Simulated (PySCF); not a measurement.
C2H7N, SMILES CNC. Atoms are numbered in the order given.

```xyz
10

C      0.0201    -0.2223     1.2121
N     -0.1470     0.5620     0.0000
C      0.0201    -0.2223    -1.2121
H      0.9791    -0.7643     1.2649
H     -0.7797    -0.9641     1.2772
H     -0.0569     0.4263     2.0857
H      0.5033     1.3376     0.0000
H      0.9791    -0.7643    -1.2649
H     -0.0569     0.4263    -2.0857
H     -0.7797    -0.9641    -1.2772
```

Geometry: B3LYP-D3(BJ)/def2-TZVP.

Two levels are set side by side: PBE/pcSseg-1 (PySCF) and PBE0/pcSseg-1 (PySCF). GIAO shifts against NH3 (¹⁵N), TMS (¹H), TMS (¹³C) at the same level; non-relativistic, no solvent, atoms listed together averaged. Differences are taken from unrounded values.

```csv
quantity,PBE0
"δ(¹³C) of C1, C3 (ppm)",40.9
δ(¹⁵N) of N2 (ppm),30.9
δ(¹H) of H7 (ppm),-0.53
```

Q: What does PBE give, and how far is it from PBE0? (Estimate from the structure and the level; the computed values follow.)

A: 
```
quantity                  PBE  PBE minus PBE0
----------------------  -----  --------------
δ(¹³C) of C1, C3 (ppm)   42.5             1.6
δ(¹⁵N) of N2 (ppm)       40.1             9.2
δ(¹H) of H7 (ppm)       -0.55           -0.02
```

Rough cost on one machine, each run with all the roots and properties that it gave: PBE0 against PBE within a factor of 2.
